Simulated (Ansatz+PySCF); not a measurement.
Results of a calculation; reference values are marked as such.
## Ansatz (development build ahead of 0.2.0) run

```yaml
crystal:
  periodic: [false, false, false]
  atoms:
    - { symbol: H, position_ang: [0.0, 0.0, 0.0] }
    - { symbol: S, position_ang: [0.42708, 0.56944, 1.23287] }
basis:
  gaussian: { orbitals: "6-31G" }
magnetization:
  initial_magnetization: 3
hamiltonian:
  xc: hf
correlation:
  method: ccsd_t
  frozen_orbitals: { H: 0, S: 5 }
scf:
  omitted_lower_state_checks: [stability, starts, atomic_configurations, cluster_reference, orbital_swaps, given_window_search, neighbouring_geometries, increment]
```

The input is written out in the form of the current development build from the run's settings. Correlation on restricted open-shell orbitals is semicanonical, with singles.

The run gave:

| Property | Result |
| --- | --- |
| Converged | yes |
| Reference energy | -397.85779 hartree |
| CCSD correlation energy | -0.02990 hartree |
| Triples correction | -0.00025 hartree |
| Total energy | -397.88794 hartree |
| Spin squared of the determinant | 3.750 |
| T1 diagnostic | 0.010 |
| Largest doubles amplitude | 0.03 |
| Occupied orbitals by symmetry in an Abelian subgroup (alpha; beta) | 6 A1 2 B1 2 B2; 5 A1 1 B1 1 B2 |
